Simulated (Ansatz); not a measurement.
in.yaml

```yaml
crystal:
  periodic: [false, false, false]
  atoms:
    - {symbol: Si, position_ang: [0.000000, -0.100413, 1.273757]}
    - {symbol: Mg, position_ang: [0.000000, 0.001364, -1.395195]}
    - {symbol: H, position_ang: [0.000000, 2.762573, 1.264614]}
    - {symbol: H, position_ang: [0.000000, 0.002446, -3.113810]}
basis:
  gaussian: {orbitals: 6-31G}
correlation: {method: fci, electrons: outside_noble_gas}
```

```sh
$ ansatz run in.yaml --threads 1 --pin off --events-out ev --progress --plain --max-ram 2393MiB
```

Problem. Roughly how long does this take on 1 thread of Arm Neoverse V1, shared host, and how much host memory?

Solution. 97 s wall and 1.1 GiB.

```
608 factors; integrals over basis functions are off by at most 1.3e-7 eV
mean field evaluation 1: about -13316.7990 eV, gradient 1.3e1 eV
mean field evaluation 2: about -13316.8313 eV, gradient 1.3e1 eV
mean field evaluation 4: about -13318.4869 eV, gradient 1.4e0 eV
mean field evaluation 8: about -13318.5190 eV, gradient 6.6e-4 eV
mean field evaluation 16: about -13315.8178 eV, gradient 1.2e-1 eV
mean field -13318.51897254 eV, -489.4465446245 hartree, gradient 3.3e-6 eV, S^2 0.000000; 2 other end points of the search recorded, 0 dependent functions left out; unrestricted orbitals would lower it
mean field evaluation 32: about -13319.5919 eV, gradient 1.7e0 eV
unrestricted determinant -13319.77384467 eV, -489.4926603248 hartree, S^2 1.4436
10 core orbitals not correlated: weight in the atoms' cores, before any rotation towards them, 1.000 or more for the frozen orbitals, at most 0.000 for the correlated occupied ones
reference -13318.51897254 eV, -489.4465446245 hartree; 4, 4 occupied and 16, 16 virtual orbitals, 608 factors
state -13321.90227384 eV, -489.5708786541 hartree
Total energy: -13321.90227384 eV, -489.5708786541 hartree
```
